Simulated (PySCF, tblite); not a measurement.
K+ and 2 × water

A gas-phase complex of K+ and 2 × water; charge +1, singlet. The structure comes from a short search (6 tight-binding starts) and was relaxed by PBE0-D3(BJ)/def2-SVPD; another way of binding may lie lower. Frequencies by PBE0-D3(BJ)/def2-SVPD show no clear imaginary mode.

```csv
part,name,SMILES,atoms,charge,multiplicity
1,K+,[K+],1,+1,1
2,water,O,2–4,0,1
3,water,O,5–7,0,1
```

```xyz
7

K    -1.470    0.768   -0.822
O    -3.057   -0.022    1.138
H    -3.042   -0.868    1.599
H    -3.775    0.469    1.552
O    -0.088    1.719   -2.866
H     0.609    2.384   -2.842
H    -0.162    1.477   -3.796
```
(Å; atoms numbered from 1)

```
contact  kind (by geometry)  distance (Å)  angle (°)
K1···O2         ion contact         2.644          -
K1···O5         ion contact         2.644          -
```

Interaction energies are complex less parts, with the parts frozen as they stand in it; counterpoise-corrected, in kcal/mol (PySCF).

Q: How strongly do the parts interact, level by level?

A: 
```json
{"level": "wB97M-D3(BJ)/def2-TZVPD", "interaction": "-32.58", "superposition error removed": "-0.26"}
{"level": "PBE0-D3(BJ)/def2-TZVPD", "interaction": "-33.32", "superposition error removed": "-0.28"}
```

Q: What holds them together? Decompose the wB97M-D3(BJ)/def2-TZVPD energy: frozen parts, their antisymmetrised product, then relaxation.

A: electrostatic -36.4, Pauli repulsion +12.7, orbital relaxation -8.1, dispersion correction -1.0 kcal/mol, which sum to the value before the counterpoise correction; the Pauli term holds the exchange-correlation of the frozen density too. Of the attraction, 80 % is electrostatic, 18 % is orbital relaxation, 2 % is dispersion correction.

Q: Are the pair energies additive?

A: The pairs sum to -34.01 kcal/mol (1–2 -17.3, 1–3 -17.3, 2–3 0.6); the rest of +1.42 is a many-body weakening.

The parts were also relaxed and run alone, at the levels used for the complex: shieldings by PBE0/pcSseg-2.

Values alone: shielding of K1 (ppm): 1325.5; shielding of O2 (ppm): 328.9; shielding of O5 (ppm): 328.9.

Q: How do these values change when the complex forms?

A: 
| property | alone | in the complex | change |
| --- | --- | --- | --- |
| shielding of K1 (ppm) | 1325.5 | 1270.7 | -54.8 |
| shielding of O2 (ppm) | 328.9 | 322.6 | -6.2 |
| shielding of O5 (ppm) | 328.9 | 322.6 | -6.2 |
